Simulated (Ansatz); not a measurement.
Cost and result for the atomization energy of C₅H₈O, SMILES `CC1=CCCO1` (14 atoms, 14 bonds).

| atom | x (Å) | y (Å) | z (Å) |
| --- | --- | --- | --- |
| C1 | 1.609 | -1.412 | -0.345 |
| C2 | 0.529 | -0.431 | -0.103 |
| C3 | 0.428 | 0.565 | 0.773 |
| C4 | -0.854 | 1.307 | 0.526 |
| C5 | -1.554 | 0.346 | -0.443 |
| O6 | -0.545 | -0.548 | -0.936 |
| H7 | 2.437 | -1.248 | 0.344 |
| H8 | 1.979 | -1.323 | -1.370 |
| H9 | 1.237 | -2.432 | -0.221 |
| H10 | 1.182 | 0.838 | 1.496 |
| H11 | -1.449 | 1.470 | 1.427 |
| H12 | -0.671 | 2.291 | 0.077 |
| H13 | -2.309 | -0.257 | 0.074 |
| H14 | -2.019 | 0.835 | -1.299 |

Total charge 0; spin multiplicity 1. The structure was optimised at the PBE0-D4/def2-TZVP level. Program: Ansatz. All runs use 4 threads of an Arm Neoverse V1 on a shared host. Times are those of one run each, without the atoms' runs, and a repeat can differ threefold. Electronic energies, without spin–orbit coupling; frozen cores. CCSD(T)/CBS adds CCSD(T) − MP2 in def2-TZVPP to the MP2 limit, and its time is that of the two runs behind it. T1 = 0.012. B3LYP takes the VWN-RPA correlation (the form of Gaussian; ORCA's B3LYP/G). HSE06 is the plane-wave form, built on full-range PBE exchange.

CCSD(T)/CBS is a level of theory with its own doubt, some kJ/mol a heavy atom from the limit and from the frozen cores, so smaller differences don't rank the functionals.

| level | functions | wall time |
| --- | --- | --- |
| LDA (SPW92)/def2-TZVPP | 298 | 1.7 s |
| revPBE-D4/def2-TZVPP | 298 | 2.7 s |
| PBE0-D4/def2-TZVPP | 298 | 3.5 s |
| HSE06-D4/def2-TZVPP | 298 | 3.9 s |
| BHLYP-D4/def2-TZVPP | 298 | 3.9 s |
| B3LYP-D4/def2-TZVPP (with forces) | 298 | 6 s |
| r2SCAN-D4/def2-TZVPP (with forces) | 298 | 6.5 s |
| PBE-QIDH/def2-TZVPP | 298 | 8 s |
| CCSD(T)/def2-SVP | 124 | 13 s |
| ωB97M-V/def2-TZVPP (with forces) | 298 | 14 s |
| MP2/def2-QZVPP | 582 | 39 s |
| CCSD(T)/def2-TZVPP | 298 | 16 min |
| CCSD(T)/CBS(def2) | – | 17 min |

(1) What atomization energy does each give, and how far from CCSD(T)/CBS? (Best estimate.)

Results:

(1) Computed: 
```tsv
level	atomization (kcal/mol)	difference from CCSD(T)/CBS	per bond
LDA (SPW92)/def2-TZVPP	1639.4	220.8	15.8
revPBE-D4/def2-TZVPP	1425.9	7.3	0.5
PBE0-D4/def2-TZVPP	1436.1	17.5	1.2
HSE06-D4/def2-TZVPP	1437.2	18.6	1.3
BHLYP-D4/def2-TZVPP	1378.0	-40.6	-2.9
B3LYP-D4/def2-TZVPP (with forces)	1420.4	1.8	0.1
r2SCAN-D4/def2-TZVPP (with forces)	1426.8	8.2	0.6
PBE-QIDH/def2-TZVPP	1421.7	3.1	0.2
CCSD(T)/def2-SVP	1364.0	-54.6	-3.9
ωB97M-V/def2-TZVPP (with forces)	1424.9	6.3	0.5
MP2/def2-QZVPP	1432.0	13.4	1.0
CCSD(T)/def2-TZVPP	1386.1	-32.5	-2.3
CCSD(T)/CBS(def2)	1418.6	0.0	0.0
```

Leaving LDA and LC-ωPBE aside and taking each functional with its dispersion term where it has one, the values, not all of them listed here, spread over 84.0 kcal/mol, from BHLYP-D4 to PBE-D4. LDA lies +184.0 kcal/mol from PBE without D4, its usual overbinding. From r2SCAN to r2SCAN0 (25 % exact exchange), in def2-TZVPP and without D4, the atomization energy moves by −20.1 kcal/mol: exact exchange takes away binding that semilocal exchange gives to molecules. At CCSD(T), def2-SVP lies −54.5 kcal/mol from the extrapolated value and def2-TZVPP −32.5 kcal/mol: correlation converges slowly with the basis, and small sets miss more of it in the bonded molecule than in its fragments.
